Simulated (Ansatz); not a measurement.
# CH₄MgO (SMILES [CH3][Mg][OH]): one structure at several levels

The task here is to estimate one member of a computed series from the others.

Program: Ansatz 0.2.0, Gaussian basis. Level of theory: single points in def2-TZVPP. These are calculated values, not measurements.

Cores are frozen in the correlated methods. The outer core shell of Li, Na, Mg and K is correlated.

### The starting structure

SMILES `[CH3][Mg][OH]`, 7 atoms, charge 0, spin multiplicity 1.

Atoms are counted from 1 here; the program's logs count them from 0.

Bond lengths: C1–Mg2 1.918 Å, C1–H4 1.235 Å, C1–H5 0.982 Å, C1–H6 1.186 Å, Mg2–O3 1.780 Å, O3–H7 0.823 Å. Angles: Mg2–C1–H4 114.5°, Mg2–C1–H5 116.6°, Mg2–C1–H6 108.2°, H4–C1–H5 104.0°, H4–C1–H6 103.6°, H5–C1–H6 109.1°, C1–Mg2–O3 145.2°, Mg2–O3–H7 163.8°.

As a file:

```mol
CH4MgO
  3D, bonds by distance, orders not assigned

  7  6  0  0  0  0  0  0  0  0999 V2000
   -0.9664    0.6321   -0.3993 C   0  0
    0.7418   -0.2402   -0.3758 Mg  0  0
    1.9266   -1.1081    0.6299 O   0  0
   -1.9280   -0.1294   -0.5469 H   0  0
   -1.0995    1.3200   -1.0869 H   0  0
   -1.1513    1.1118    0.6694 H   0  0
    2.3005   -1.6624    1.1096 H   0  0
  1  2  8  0
  1  4  8  0
  1  5  8  0
  1  6  8  0
  2  3  8  0
  3  7  8  0
M  END
```

The first run:

Input file run/in.yaml:

```yaml
crystal:
  periodic: [false, false, false]
  atoms:
    - {symbol: C, position_ang: [-0.966400, 0.632100, -0.399300]}
    - {symbol: Mg, position_ang: [0.741800, -0.240200, -0.375800]}
    - {symbol: O, position_ang: [1.926600, -1.108100, 0.629900]}
    - {symbol: H, position_ang: [-1.928000, -0.129400, -0.546900]}
    - {symbol: H, position_ang: [-1.099500, 1.320000, -1.086900]}
    - {symbol: H, position_ang: [-1.151300, 1.111800, 0.669400]}
    - {symbol: H, position_ang: [2.300500, -1.662400, 1.109600]}
basis:
  gaussian: {orbitals: def2-TZVPP}
correlation: {method: ccsd_t}
output: {forces: true}
```

No record of the launch command was kept for these runs.

Steps of the session up to this table: CCSD(T)/def2-TZVPP; PBE0-D4/def2-TZVPP; wB97M-V/def2-TZVPP; r2SCAN-D4/def2-TZVPP; PBE-D4/def2-TZVPP; HSE06-D4/def2-TZVPP; wB97X-V/def2-TZVPP.

One of the session's tables, all rows but one given; the rest of the session is left out.

| method | RMS force component (eV/Å) | angle to CCSD(T) forces (°) | dipole (D) |
| --- | --- | --- | --- |
| CCSD(T) | 4.058 | reference | 2.14 |
| PBE0-D4 | 4.063 | 0.4 | 2.06 |
| wB97M-V | ? | ? | ? |
| r2SCAN-D4 | 4.047 | 0.4 | 2.04 |
| PBE-D4 | 4.146 | 1.9 | 1.89 |
| HSE06-D4 | 4.065 | 0.4 | 2.05 |
| wB97X-V | 4.092 | 0.6 | 2.11 |

**Question.** Estimate the row for wB97M-V.

**Answer.** RMS force component (eV/Å): 4.045; angle to CCSD(T) forces (°): 0.8; dipole (D): 2.07. In the column «RMS force component (eV/Å)» it is the lowest.
